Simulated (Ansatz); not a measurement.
The parent structure is BP in the zinc blende structure (space group F-43m, No. 216; a = 4.548 Å).

Level of theory: PBE in Ansatz (plane waves to 420 eV, PAW, scalar-relativistic without spin-orbit coupling), earlier PAW set.

Perturbation: every B is replaced by In; the structure is relaxed again.

Measured lattice parameter a: BP 4.525 Å (static lattice; corrected from measurement; as listed in Daniel Mejia-Rodriguez, S. B. Trickey, Phys. Rev. B (2018)); InP 5.858 Å (static lattice; corrected from measurement; as listed in Daniel Mejia-Rodriguez, S. B. Trickey, Phys. Rev. B (2018)).

Task: How well does PBE reproduce the measured shift?

Result: With PBE the lattice parameter a moves by +1.412 Å (4.548 → 5.960) against +1.333 Å measured.

Stability against distortions was not tested.

Ansatz is a program for electronic structure.
